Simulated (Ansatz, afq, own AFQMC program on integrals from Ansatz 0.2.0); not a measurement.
AFQMC on a folder of integrals that Ansatz 0.2.0 wrote.

```yaml
crystal:
  periodic: [false, false, false]
  atoms:
    - {symbol: Al, position_ang: [0.000000, 0.338213, 0.510934]}
    - {symbol: N, position_ang: [0.000000, -0.673876, -0.901272]}
    - {symbol: H, position_ang: [0.000000, 0.310808, -1.152780]}
basis:
  gaussian: {orbitals: cc-pVDZ}
magnetization: {spin_polarized: true, initial_magnetization: 1}
correlation: {method: ccsd_t, electrons: outside_noble_gas, hamiltonian_folder: ham}
```

```sh
$ ansatz run in.yaml --threads 1 --pin off --events-out ev --progress --plain --max-ram 1382MiB
```

Options of the walk:

```
--method phaseless --trial cisd --walkers 60 --populations 1 --least-time 40 --time-step 0.005 --steps-per-block 50 --equilibration-blocks 28 --max-blocks 300 --target-error 0.00036 --factor-cut 1e-05 --start spin_pure --seed 5511 --release-times 0.24,0.51,0.99,1.62,2.4 --release-step 0.03 --release-every 4 --taylor-order 6
```

Times are imaginary, in 1/Eh. The walk had a cap of 678 s.

Log:

```
orbitals 31  electrons 5 4  factors 234 of 362
reference energy -296.85026659 Eh
CCSD correlation -0.22887418 Eh in 15 cycles, weight of the determinant in the CISD state 0.8098
energy of the start -297.077367 Eh
 block  time / (1/Eh)  mean weight  energy / Eh
     1     0.250  0.9992  -297.075936
     2     0.500  0.9972  -297.078793
     3     0.750  0.9991  -297.085758
     4     1.000  0.9994  -297.083977
     5     1.250  1.0011  -297.084689
     9     2.250  0.9998  -297.089361
    33     8.250  0.9999  -297.089448
    65    16.250  0.9988  -297.091137
    97    24.250  1.0023  -297.090056
   129    32.250  0.9987  -297.113550
   161    40.250  0.9980  -297.083622
   193    48.250  1.0006  -297.089426
   225    56.250  1.0009  -297.083026
   257    64.250  1.0016  -297.085466
   273    68.250  1.0010  -297.122355
   289    72.250  0.9997  -297.092860
   321    80.250  0.9966  -297.076239
blocks merged  error / Eh  count
     1  0.000536  300
     2  0.000683  150
     4  0.000861  75
     8  0.001083  37
    16  0.001240  18
    32  0.001527  9
released: time / (1/Eh)  energy / Eh  error  mean overlap
  0.24  -297.090781  0.000850  0.9957
  0.51  -297.091196  0.000893  0.9838
  0.99  -297.090428  0.000798  0.9838
  1.62  -297.090474  0.001001  0.9803
  2.40  -297.093285  0.000981  0.9607
energy -297.090426 +/- 0.001240 Eh
(rows thinned)
```

The run failed at least one of its tests; the cautions name the faults.

Against this walk (error 33.8 meV) on the same determinant: CCSD(T) 50.7 meV higher (within the noise), CCSDT(Q) 38.1 meV lower (within the noise). The error is statistical and leaves out the bias of the constraint. None of these is a sure reference here. The released energies are still falling (meV from the phaseless value at times in 1/Eh: -10 ± 23 at 0.24, -21 ± 24 at 0.51, 0 ± 22 at 0.99, -1 ± 27 at 1.62, -78 ± 27 at 2.40), so they give no level.

Cautions: constraint bias not in the error; error above the target (33.8 against 9.8 meV); higher spins were not checked; an unrestricted solution with more broken spin lies lower (211 meV, ⟨S²⟩ 0.93); strong correlation (T1 0.066, weight of the determinant 0.81, largest double 0.09); unrestricted determinant slightly spin contaminated (⟨S²⟩ 0.80 against 0.75); the bias of populations of 60 walkers isn't removed.

The walk took 5.1 min on 1 thread of Intel(R) Xeon(R) Platinum 8259CL CPU @ 2.50GHz (Skylake/Cascade Lake), with other jobs on the host. The log's last line is the phaseless energy.

CCSDT and higher add their correlation energy to the determinant of the CCSD(T) run, since their own runs factorise the integrals more tightly (a shift of under 2 meV). A walk keeps the symmetry of its determinant, which the program's search chose and which needn't be the lowest solution, so a lower state of the same spin and another symmetry isn't excluded.
